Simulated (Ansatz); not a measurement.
We consider hcp Ru, described by LDA in Ansatz (PAW).

A relaxed, unreconstructed slab of the (0001) face has 6 atoms, two equal faces of 6.201 Å² each and an energy of -34547.3177 eV. A bulk cell of 2 atoms with the same orientation and in-plane k mesh has -11516.5908 eV. Energies are extrapolated to zero smearing.

Numerical settings: plane-wave cutoff 500 eV, 24×24×1 k mesh (along the axes of the cell as run), Fermi–Dirac smearing 0.1 eV, scalar-relativistic PAW data made under PBE.

Worked out: γ = (E_slab − N E_bulk per atom)/2A = [-34547.3177 − 6 × (-11516.5908/2)]/(2 × 6.201) = 0.1979 eV/Å². With 16.022 J/m² per eV/Å² this is 3.17 J/m², or 1.23 eV per surface cell and face.

Ansatz is a first-principles code.
